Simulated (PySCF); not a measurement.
Compound: H₂S₂.
Cartesian coordinates in Å at the PBE0-D3(BJ)/def2-SVP level; atoms count from 1:
```xyz
4
H2S2 angstrom
S     -0.447   -0.507   -0.916
S     -0.453    0.723    0.753
H      0.730   -0.101   -1.453
H      0.170   -0.116    1.616
```

Level of theory: PySCF, TDDFT CAM-B3LYP/def2-SVPD, vertical, gas phase, core orbitals frozen in the response.

Computed states:

```json
{"state": "S1", "E (eV)": "4.72", "f": "0.0034"}
{"state": "S2", "E (eV)": "4.75", "f": "0.0097"}
{"state": "S3", "E (eV)": "6.05", "f": "0.011"}
{"state": "S4", "E (eV)": "6.06", "f": "0.014"}
{"state": "S5", "E (eV)": "6.94", "f": "0.0030"}
{"state": "S6", "E (eV)": "6.95", "f": "0.010"}
{"state": "S7", "E (eV)": "7.89", "f": "0.277"}
{"state": "S8", "E (eV)": "8.12", "f": "0.015"}
{"state": "S9", "E (eV)": "8.14", "f": "0.032"}
{"state": "S10", "E (eV)": "8.16", "f": "0.074"}
```

Each state is given a Gaussian of 0.25 eV full width at half maximum, with ε(max) = 2.175×10⁸ f / Δν̃ (Δν̃ the width in cm⁻¹). The cross-section is σ = 3.8235×10⁻²¹ ε cm², given in Mb (10⁻¹⁸ cm²). The width is an assumption, not a result. The curve ends short of the highest state used, and states not computed would add to its high-energy end.

Question: What does the envelope look like, and where are its maxima?

Answer: 
| E (eV) | σ (Mb) |
| --- | --- |
| 4.35 | 0.01 |
| 4.46 | 0.17 |
| 4.57 | 1.51 |
| 4.68 | 4.59 |
| 4.79 | 4.83 |
| 4.90 | 1.76 |
| 5.01 | 0.22 |
| 5.12 | 0.01 |
| 5.23 | 0.00 |
| 5.34 | 0.00 |
| 5.45 | 0.00 |
| 5.56 | 0.00 |
| 5.67 | 0.01 |
| 5.79 | 0.47 |
| 5.90 | 3.58 |
| 6.01 | 9.48 |
| 6.12 | 8.63 |
| 6.23 | 2.70 |
| 6.34 | 0.29 |
| 6.45 | 0.01 |
| 6.56 | 0.01 |
| 6.67 | 0.18 |
| 6.78 | 1.58 |
| 6.89 | 4.75 |
| 7.00 | 4.89 |
| 7.12 | 1.49 |
| 7.23 | 0.16 |
| 7.34 | 0.01 |
| 7.45 | 0.02 |
| 7.56 | 0.96 |

Maxima: 262 nm (4.74 eV), ε about 1400, made up of S1 (26%) and S2 (74%); 205 nm (6.06 eV), ε about 2700, made up of S3 (45%) and S4 (55%); 178 nm (6.95 eV), ε about 1400, made up of S5 (22%) and S6 (78%) (ε in L mol⁻¹ cm⁻¹; maxima over ε = 5, shares over 10%). At its high-energy end, 7.56 eV, the curve is still rising (ε about 250, from S7).

Question: On this curve, what absorbance would a 10⁻⁵ mol/L sample give at 254 nm over a 1 cm path?

Answer: 254 nm is 4.881 eV, where ε is about 590 L mol⁻¹ cm⁻¹, so A = ε c l ≈ 0.0059 (Beer–Lambert, with the gas-phase spectrum and the assumed width).

Question: Coming from long wavelengths, where does ε first pass 100 L mol⁻¹ cm⁻¹?

Answer: At about 276 nm (4.50 eV), 0.22 eV below S1.

Question: What would ε be at 6.06 eV, the highest of these maxima, with half the width (0.125 eV)?

Answer: About 5370 L mol⁻¹ cm⁻¹ against 2710, a factor of about 1.98; a lone state at its own centre would give exactly 2.
